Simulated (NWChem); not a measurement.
chlorine (Cl₂); SMILES ClCl

Program: NWChem. Structure relaxed at the PBE0/def2-SVP level.

For level TPSS/def2-TZVPD:

| Quantity | Result |
|---|---|
| orbital gap (eV) | 3.08 |

### Question
How do the values read with level PBE/def2-TZVPD instead?

### Answer
The orbital gap (eV) is 2.84.
